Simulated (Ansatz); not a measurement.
Breaking a bond in CH4N (SMILES [CH2]N)

CH4N: 6 atoms, total charge 0, spin state doublet. As SMILES, `[CH2]N`. Geometry: relaxed at PBE0-D4/def2-TZVP. This is one conformer, not always the lowest.

```xyz
6

C    -0.3199   -0.5714   -0.1954
N     0.3684    0.5444    0.2541
H    -1.2855   -0.7630    0.2526
H     0.2752   -1.4129   -0.5236
H     1.2004    0.7786   -0.2644
H    -0.1965    1.3603    0.4304
```

The C1–H3 distance is scanned; the parts on either side stay rigid. Basis STO-3G, 2 core orbitals frozen in the correlated methods; program Ansatz 0.2.0. FCI is exact within this basis and core. Energies in eV from each method's value at 1.082 Å; open shells run as named. The shape above is that at 1.082 Å.

| distance (Å) | UPBE | UCAM-B3LYP | UMP2 | UCCSDTQ | FCI |
| --- | --- | --- | --- | --- | --- |
| 1.082 | 0.00 | 0.00 | 0.00 | 0.00 | 0.00 |
| 1.352 | 0.84 | 0.95 | 0.96 | 0.81 | 0.81 |
| 1.622 | 2.44 | 2.73 | 3.01 | 2.38 | 2.38 |
| 2.163 | 4.78 | 5.08 | 4.95 | 4.52 | 4.52 |

Departure from the FCI curve at its largest: UPBE +0.27 eV at 2.16 Å; UCAM-B3LYP +0.56 eV at 2.16 Å; UMP2 +0.63 eV at 1.62 Å; UCCSDTQ within 0.005 eV. For the functionals part of the departure is owed to the small basis.
